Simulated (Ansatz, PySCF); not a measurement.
Molecule: methanethiol, CH4S, net charge 0, singlet state. 
Structure (B3LYP-D3(BJ)/def2-TZVP (Ansatz, a quantum-chemistry and plane-wave program) minimum search):
```xyz
6

C     -0.0402     1.1565     0.0077
S     -0.0524    -0.6664    -0.0048
H      1.2792    -0.8404     0.0008
H     -1.0838     1.4664     0.0045
H      0.4371     1.5427     0.9058
H      0.4463     1.5550    -0.8800
```

Quantity: vertical triplet-singlet gap (E(triplet) - E(singlet); each state is the SCF solution reached for its spin; for the triplet T1 is 0.051), in kcal/mol. Correlated levels leave the core frozen unless marked. Open shells are spin-unrestricted. No spin-orbit coupling. Non-relativistic. CBS(X,Y): correlation extrapolated as X^-3; Hartree-Fock from the larger set. The bracket is a focal-point correction in the basis named.

```
level                                                                      program  vertical triplet-singlet gap (kcal/mol)
-------------------------------------------------------------------------  -------  ---------------------------------------
HF/def2-TZVPPD                                                              Ansatz                                    109.9
r2SCAN/def2-TZVPD                                                           Ansatz                                    111.1
BHLYP/def2-TZVPD                                                            Ansatz                                    115.3
M06-2X/def2-TZVPD                                                            PySCF                                    119.9
MP2/def2-TZVPPD                                                             Ansatz                                    120.4
RI-MP2/CBS(def2-TZVPPD,def2-QZVPPD)                                         Ansatz                                    121.8
SCS-MP2/def2-TZVPPD                                                         Ansatz                                    122.7
CCSD/aug-cc-pV(D+d)Z                                                        Ansatz                                    117.2
RI-MP2/CBS(def2-TZVPPD,def2-QZVPPD)+[CCSD(T)-MP2]/def2-SVPD                 Ansatz                                    119.4
RI-MP2/CBS(aug-cc-pV(T+d)Z,aug-cc-pV(Q+d)Z)+[CCSD(T)-MP2]/aug-cc-pV(T+d)Z   Ansatz                                    119.0
```
